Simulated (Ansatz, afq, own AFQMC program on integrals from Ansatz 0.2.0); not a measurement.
Atomization energy of AlBH2, triplet

```xyz
4

B     0.0000    0.0000    1.3689
Al    0.0000    0.0000   -0.6894
H     0.0000    1.0776    1.8859
H     0.0000   -1.0776    1.8859
```

Connectivity, by distances: BH2–Al.

Atoms in their ground-state spins without spin–orbit coupling (mostly on UHF) minus the molecule (UHF), without zero-point energy. The geometry is a stationary point, not shown to be a minimum.

Basis aug-cc-pVDZ. Only valence electrons are correlated. AFQMC by an in-house program on the Cholesky factors that Ansatz 0.2.0 writes for its CCSD(T) run. The CISD trial takes its coefficients from CCSD amplitudes. Released means that phaseless walkers are propagated on without the constraint, phases kept. ± is one standard error of the sampling. The errors of all members are added in quadrature.

No full CI on the walks' own integrals is used here; CCSDT(Q) serves as the reference and is uncertain by about the last step of the cluster series. Each member takes its own surest rung, up to full CI.

Errors are counted within aug-cc-pVDZ, not against nature.

Cautions: AlBH₂ (triplet): the released energies have errors that jump between times, so the bars are unsure, so no released level is given (meV from the phaseless value at times in 1/Eh: -0.2 ± 2.3 at 0.24, -10 ± 7 at 0.51, 14 ± 20 at 0.99, -11.8 ± 1.7 at 1.62, -15.6 ± 2.0 at 2.40), though the last usable value meets CCSDT(Q) within the noise.

Reference (CCSDT(Q)): 8.981 eV.

| level | atomization energy (eV) | error against CCSDT(Q) (eV) |
| --- | --- | --- |
| HF | 7.449 | -1.533 |
| MP2 | 9.064 | 0.083 |
| CCSD | 8.842 | -0.140 |
| CCSD(T) | 8.956 | -0.025 |
| ph-AFQMC/HF | 9.060 ± 0.022 | 0.079 ± 0.022 |
| ph-AFQMC/CISD | 8.975 ± 0.004 | -0.006 ± 0.004 |

Correlation beyond CCSD(T) adds 0.025 eV. The perturbative (T) step is worth +0.115 eV.

A walk keeps the symmetry of its determinant, which the program's search chose and which needn't be the lowest solution, so a lower state of the same spin and another symmetry isn't excluded.
